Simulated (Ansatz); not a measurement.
K₂ZnTe₂ (Ibam, No. 72; cell taken from a computed entry), treated with PBE0 in Ansatz (PAW).

Settings: plane-wave cutoff 460 eV, 4×4×4 k mesh, Fermi–Dirac smearing 0.01 eV, scalar-relativistic PAW data made under PBE.

Cell (relaxed with PBEsol):

```
CELL_PARAMETERS angstrom
     -3.60760     6.96326     3.44406
      3.60760    -6.96326     3.44406
      3.60760     6.96326    -3.44406
ATOMIC_POSITIONS crystal
  K  0.85978 0.68364 0.54342
  K  0.14022 0.31636 0.45658
  K  0.64022 0.18364 0.82385
  K  0.35978 0.81636 0.17615
  Zn 0.75000 0.75000 0.00000
  Zn 0.25000 0.25000 0.00000
  Te 0.60742 0.69400 0.30142
  Te 0.39258 0.30600 0.69858
  Te 0.89258 0.19400 0.08658
  Te 0.10742 0.80600 0.91342
```

Predict the band gap and smallest direct gap on the k points sampled.


* **band gap**: 3.57 eV
* **smallest direct gap on the k points sampled**: 3.74 eV

Note: cell and atoms aren't relaxed at this level (pressure 1.1 GPa); this cell isn't known to be the ambient phase, and symmetry holds it in the calculation.

Spin–orbit coupling is not included; with these elements it can move the gap by several tenths of an eV or more.

Ansatz is an electronic-structure program.
